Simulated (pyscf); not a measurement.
H₃C–CH₂–CH•–C≡N → H₂C=CH–C≡N + CH₃•, a bond scission (doublet surface; C–C broken, none formed). Optimised with ωB97X-D3(BJ)/def2-SVP in PySCF. Energies in eV from the reactant's lowest minimum found.

Small-basis levels: PySCF, no dispersion term, spherical d functions. AM1 to PM7: differences of heats of formation from MOPAC. GFN2-xTB: tblite. Open shells are spin-unrestricted. 

```
level                   barrier  reaction energy
----------------------  -------  ---------------
BP86/6-31G*                1.68            +1.74
B3LYP/3-21G                1.65            +1.67
B3LYP/6-31G*               1.70            +1.65
PBE/def2-SVP               1.76            +1.83
GFN2-xTB                   2.04            +2.20
AM1                        1.76            +1.71
PM7                        1.59            +1.56
ωB97M-D3(BJ)/def2-TZVP     1.71            +1.61
```

Against the last row the barrier runs from -0.11 (PM7) to +0.33 eV (GFN2-xTB). At BP86/6-31G*, B3LYP/3-21G, PBE/def2-SVP, GFN2-xTB this geometry lies under one side, so the entry may be no barrier of that level: it is a single point on another level's saddle. ωB97M-D3(BJ)/def2-TZVP has limits of its own. This is the saddle that the search found; another between the same sides may lie lower.
